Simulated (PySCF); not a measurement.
# Working out the ionisation energy of Al

Al [Ne] 3s2 3p1 (2P) → Al⁺ [Ne] 3s2 (1S). All numbers are calculated (PySCF 2.14, no relativity, point nucleus, in pcseg-2 (5s4p2d1f, 34 functions)). Frozen: [Ne]. Energies in hartree (1 hartree = 27.21139 eV):

```
            part   Al (lower)  Al⁺ (upper)
             UHF  -241.869341  -241.665111
CCSD correlation    -0.044670    -0.038900
             (T)    -0.000690     0.000000
```

What does Hartree-Fock give?

(-241.665111) − (-241.869341) = 0.204230 hartree = 5.557 eV.

What do CCSD and CCSD(T) give?

The CCSD correlation energies differ by 0.005770 hartree = 0.157 eV and the triples by 0.000690 hartree = 0.019 eV, so CCSD gives 5.714 eV and CCSD(T) 5.733 eV.

Measured between the centres of the two terms (NIST): 5.977 eV, so CCSD(T) (valence) is off by -0.244 eV.

What remains against the reference includes basis incompleteness, the frozen core and higher excitations.
